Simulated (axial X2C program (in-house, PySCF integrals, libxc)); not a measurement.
## Excited states of SF⁻ by EOM-EE-CCSD

Computed with an in-house all-electron X2C program for linear molecules (integrals from PySCF): two-component X2C with atomic mean-field Coulomb and Gaunt terms, Gaussian nuclei, basis S dyall-av3z, F dyall-av3z with contracted cores.

R = 1.720 Å (near the PBE0 minimum at charge -1 of the determinant lowest at the starting distance; the state shown can have its own minimum elsewhere).

Vertical excitation energies from the closed-shell determinant state of SF⁻:

```csv
Ω,excitation (eV),cm⁻¹,hole of the leading pair,particle of the leading pair,weight of the pair (for Ω = 0 its time-reversed partner can hold as much again),singles weight
2,2.305,18594,"85% S pπ, 9% F pπ","65% S pσ, 13% S dσ, 10% F pσ",0.95,0.95
1,2.328,18775,"84% S pπ, 9% F pπ","65% S pσ, 13% S dσ, 10% F pσ",0.50,0.95
0⁻,2.352,18969,"85% S pπ, 9% F pπ","65% S pσ, 13% S dσ, 10% F pσ",0.47,0.95
0⁺,2.352,18970,"85% S pπ, 9% F pπ","65% S pσ, 13% S dσ, 10% F pσ",0.47,0.95
1,3.067,24735,"83% S pπ, 10% F pπ","71% S pσ, 11% S dσ, 8% F pσ",0.50,0.94
2,3.797,30627,"85% S pπ, 8% F pπ",88% S sσ,0.94,0.94
1,3.820,30809,"85% S pπ, 8% F pπ",88% S sσ,0.62,0.94
0⁻,3.851,31063,"85% S pπ, 8% F pπ",88% S sσ,0.47,0.94
0⁺,3.851,31063,"85% S pπ, 8% F pπ",88% S sσ,0.47,0.94
1,3.986,32148,"84% S pπ, 9% F pπ",88% S sσ,0.61,0.93
```

This point took 37 s on 1 thread of Arm Neoverse V2 (shared host).

Reference electrons by ω block (each with its −ω partner): 1/2: 10, 3/2: 3. 14 electrons of SF⁻ correlated (inner shells frozen), 88 natural virtual spinors (a truncated set); levels can be off by some tenths of an eV. Roots sought by Ω: (0: 5, 1: 4, 2: 3, 3: 1); the list ends where they run out and leaves out roots under 60 % singles weight. The solver can skip a root, and states that need a further excitation, which the method places far too high, are missing though they may lie low or lowest. T1 of the reference 0.016 (Lee–Taylor). The highest Hartree–Fock level of the anion lies at -2.87 eV; relaxation, partly offset by correlation, puts the detachment threshold some tenths of an eV to over one eV lower in magnitude, and states above it are held by the basis set and are not bound. Number of frozen shells: S 2 s, 1 p; F 1 s.
